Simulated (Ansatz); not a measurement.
Geometry optimisation, Ansatz 0.2.0, RKS PBE0/def2-SVP.

Input file:

```yaml
crystal:
  periodic: [false, false, false]
  atoms:
    - { symbol: B, position_ang: [0.2622, 0.35272, -1.40981] }
    - { symbol: C, position_ang: [0.45264, -0.43592, -0.03076] }
    - { symbol: Si, position_ang: [-0.69064, 0.02916, 1.36444] }
    - { symbol: H, position_ang: [0.37173, -0.22878, -2.41107] }
    - { symbol: H, position_ang: [0.05937, 1.49935, -1.39142] }
    - { symbol: H, position_ang: [0.65017, -0.41475, 1.08376] }
    - { symbol: H, position_ang: [0.44704, -1.52058, -0.1911] }
    - { symbol: H, position_ang: [-0.44271, 1.15627, 2.25698] }
    - { symbol: H, position_ang: [-1.94556, -0.68239, 1.57121] }
total_charge: 1
basis:
  gaussian: { orbitals: def2-SVP }
hamiltonian:
  xc: pbe0
relax:
  f_tol: 0.02
  max_steps: 50
```

Launched with:

```bash
$ ansatz run input.yaml --threads 1 --pin off --max-ram 2048MiB --backend cpu --events-out ev --progress --plain --runs-dir out
```

Question: Where does it end, and by what steps?

Answer: It converged. Limits of this set-up: the dipole of an ion depends on the origin. After 25 steps the energy has fallen by 3.101 eV; H5 moved furthest, 1.28 Å. Parted: Si3–H6. Joined: B1–Si3.

```json
{"step": "0", "energy less start (eV)": "0.0000", "largest force component (eV/Å)": "5.744", "accepted": "yes"}
{"step": "1", "energy less start (eV)": "-1.2949", "largest force component (eV/Å)": "3.091", "accepted": "yes"}
{"step": "2", "energy less start (eV)": "-2.0478", "largest force component (eV/Å)": "1.617", "accepted": "yes"}
{"step": "3", "energy less start (eV)": "-2.3868", "largest force component (eV/Å)": "1.741", "accepted": "yes"}
{"step": "4", "energy less start (eV)": "-2.5801", "largest force component (eV/Å)": "0.932", "accepted": "yes"}
{"step": "5", "energy less start (eV)": "-2.6589", "largest force component (eV/Å)": "0.539", "accepted": "yes"}
{"step": "6", "energy less start (eV)": "-2.6996", "largest force component (eV/Å)": "0.291", "accepted": "yes"}
{"step": "7", "energy less start (eV)": "-2.7100", "largest force component (eV/Å)": "0.080", "accepted": "yes"}
{"step": "8", "energy less start (eV)": "-2.7150", "largest force component (eV/Å)": "0.167", "accepted": "yes"}
{"step": "9", "energy less start (eV)": "-2.7212", "largest force component (eV/Å)": "0.109", "accepted": "yes"}
{"step": "10", "energy less start (eV)": "-2.7265", "largest force component (eV/Å)": "0.155", "accepted": "yes"}
{"step": "11", "energy less start (eV)": "-2.7316", "largest force component (eV/Å)": "0.184", "accepted": "yes"}
{"step": "12", "energy less start (eV)": "-2.7380", "largest force component (eV/Å)": "0.185", "accepted": "yes"}
{"step": "13", "energy less start (eV)": "-2.7631", "largest force component (eV/Å)": "0.263", "accepted": "yes"}
{"step": "14", "energy less start (eV)": "-2.7990", "largest force component (eV/Å)": "0.389", "accepted": "yes"}
{"step": "15", "energy less start (eV)": "-2.8872", "largest force component (eV/Å)": "0.375", "accepted": "yes"}
{"step": "16", "energy less start (eV)": "-2.9963", "largest force component (eV/Å)": "0.470", "accepted": "yes"}
{"step": "17", "energy less start (eV)": "-3.0496", "largest force component (eV/Å)": "1.036", "accepted": "yes"}
{"step": "18", "energy less start (eV)": "-3.0619", "largest force component (eV/Å)": "0.662", "accepted": "yes"}
{"step": "19", "energy less start (eV)": "-3.0408", "largest force component (eV/Å)": "0.645", "accepted": "no"}
{"step": "20", "energy less start (eV)": "-3.0992", "largest force component (eV/Å)": "0.080", "accepted": "yes"}
{"step": "21", "energy less start (eV)": "-3.0987", "largest force component (eV/Å)": "0.084", "accepted": "no"}
{"step": "22", "energy less start (eV)": "-3.1005", "largest force component (eV/Å)": "0.027", "accepted": "yes"}
{"step": "23", "energy less start (eV)": "-3.1011", "largest force component (eV/Å)": "0.052", "accepted": "yes"}
{"step": "24", "energy less start (eV)": "-3.1014", "largest force component (eV/Å)": "0.023", "accepted": "yes"}
{"step": "25", "energy less start (eV)": "-3.1014", "largest force component (eV/Å)": "0.018", "accepted": "yes"}
```

```xyz
9
Properties=species:S:1:pos:R:3
B 0.144 0.177 -0.973
C 0.576 -0.752 0.181
Si -0.722 0.219 1.041
H 0.412 0.378 -2.122
H -0.807 1.002 -0.589
H 1.629 -0.618 0.487
H 0.402 -1.824 -0.017
H -0.353 1.443 1.783
H -2.118 -0.268 1.051
```

Time of the run: 2.4 min on 1 CPU thread of a shared host.
